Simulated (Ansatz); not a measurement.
Reaction: CS2 (SMILES S=C=S) → CS2 (parent SMILES C(=S)=S, triplet)
Each species at its own B3LYP-D3(BJ)/def2-TZVP minimum (Ansatz, an electronic-structure program).

Property: adiabatic triplet-singlet gap (electronic), in kcal/mol. Radicals and triplets start from unrestricted determinants; spin-orbit coupling is neglected. CBS(X,Y): correlation extrapolated as X^-3, Hartree-Fock from the larger set (Q,5: extrapolated as (X+1)exp(-9√X)). A bracket is a step between two methods taken in the basis named. The functionals are non-relativistic, so their misses hold any scalar relativity. Double hybrids freeze cores in their MP2 part. '+ core + X2C': CCSD(T) terms for core correlation (cc-pwCVTZ, 1s frozen past Ne) and scalar relativity (cc-pVTZ-DK). The UHF reference of CS2 (parent SMILES S=C=S, triplet) is spin-contaminated (<S^2> up to 0.04 over the pure value in the sets run). The spin of CS2 (parent SMILES S=C=S, triplet) was assumed, and the state is the lowest solution found for it.

CCSD(T)/CBS(cc-pV(Q+d)Z,cc-pV(5+d)Z) + [CCSDT(Q) - CCSD(T)]/cc-pV(D+d)Z + core + X2C (Ansatz) gives 65.0 kcal/mol.

Question: What does PBE/def2-TZVPD (Ansatz) give here, and how do the other levels compare?

Answer: PBE gives 62.5 kcal/mol, 2.5 kcal/mol below it. Differences of the others: r2SCAN/def2-TZVPD (Ansatz) -3.4; PBE0/def2-TZVPD (Ansatz) -4.2; wB97M-V/def2-TZVPD (Ansatz) -0.4; B2PLYP/def2-TZVPD (Ansatz) 0.0; CCSD(T)/CBS(cc-pV(Q+d)Z,cc-pV(5+d)Z) + core + X2C (Ansatz) 0.4 kcal/mol. Nearer than PBE: wB97M-V/def2-TZVPD, B2PLYP/def2-TZVPD, CCSD(T)/CBS(cc-pV(Q+d)Z,cc-pV(5+d)Z) + core + X2C.
